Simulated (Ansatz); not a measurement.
# BNH (quartet): the correlation ladder at distance B1–H3 = 0.951 Å, cc-pVDZ

The task here is to estimate one member of a computed series from the others.

Program: Ansatz 0.2.0, Gaussian basis. Level of theory: cc-pVDZ, core rule «outside noble gas», up to 2 orbitals frozen. These are calculated values, not measurements.

Plan: UHF; CCSD(T) on ROHF; CCSD(T) on UHF; BCCD(T) on ROHF; CISD; CCSDT(Q) on ROHF; CCSDT(Q) on UHF; CASSCF and MRCISD+Q, 5 electrons in 5 orbitals; CASSCF and NEVPT2, 5 electrons in 5 orbitals.

19 further runs of the same task are left out: 2 for a known fault of the program, 1 for a mislabelled method, 14 that didn't finish, 2 set aside as unsound or not needed.

### What is computed

The geometry derives from a PBE0/def2-TZVP stationary point (not a proven minimum). One bond is set to the value named and the two fragments are kept rigid.

3 atoms, charge 0, spin multiplicity 4.

Atoms are counted from 1 here; the program's logs count them from 0.

Bond lengths: B1–N2 1.503 Å, B1–H3 0.951 Å. Angles: N2–B1–H3 117.0°.

Geometry (Å):

```
B     0.0000   -0.1773    0.7790
N     0.0000    0.0953   -0.6990
H     0.0000    0.5775    1.3575
```

Set-up of the first run:

in.yaml reads:

```yaml
crystal:
  periodic: [false, false, false]
  atoms:
    - {symbol: B, position_ang: [0.000000, -0.177334, 0.779019]}
    - {symbol: N, position_ang: [0.000000, 0.095319, -0.698970]}
    - {symbol: H, position_ang: [0.000000, 0.577479, 1.357515]}
basis:
  gaussian: {orbitals: cc-pVDZ}
magnetization: {spin_polarized: true, initial_magnetization: 3}
hamiltonian: {xc: hf}
output: {orbitals: {seedname: orbitals}}
```

Run with:

```sh
ansatz run in.yaml --threads 1 --pin off --events-out ev --progress --plain --max-ram 2393MiB
```

Among the steps run: UHF; CCSD(T) on ROHF; CCSD(T) on UHF; BCCD(T) on ROHF; CISD; CCSDT(Q) on ROHF; CCSDT(Q) on UHF; CASSCF and MRCISD+Q, 5 electrons in 5 orbitals; CASSCF and NEVPT2, 5 electrons in 5 orbitals.

One of the session's tables, all rows but one given; the rest of the session is left out.

| method | from UCCSDT(Q) (kJ/mol) |
| --- | --- |
| ROHF | +493.8 |
| UHF | +478.8 |
| RMP2 | +90.2 |
| UMP2 | +91.0 |
| CISD | ? |
| RCCSD | +12.3 |
| UCCSD | +12.0 |
| RCCSD(T) | +2.8 |
| UCCSD(T) | +2.7 |
| BCCD(T) | +2.9 |
| RCCSDT | +0.7 |
| UCCSDT | +0.6 |
| RCCSDT(Q) | +0.2 |
| UCCSDT(Q) | 0 |
| CASSCF pair | +447.7 |
| NEVPT2 pair | +88.6 |
| MRCISD pair | +29.5 |
| MRCISD+Q pair | +1.8 |

Estimate the missing values for CISD.

**Answer.** from UCCSDT(Q) (kJ/mol): +31.8. In the column «from UCCSDT(Q) (kJ/mol)» it lies between MRCISD pair (+29.5) and NEVPT2 pair (+88.6).

Among the levels timed on like hardware and quicker than the yardstick, those that no quicker one beats, quickest first: NEVPT2 pair (0.39 s, +88.6 kJ/mol); MRCISD+Q pair (0.75 s, +1.8 kJ/mol).

To keep in mind: Of the multireference levels listed MRCISD+Q pair comes nearest in total energy (+1.8 kJ/mol), which doesn't show that its space is the better one. Restricted and unrestricted rows rest on different reference determinants; where their highest levels disagree by more than a few hundredths of an eV, they describe different states and don't form one ladder.
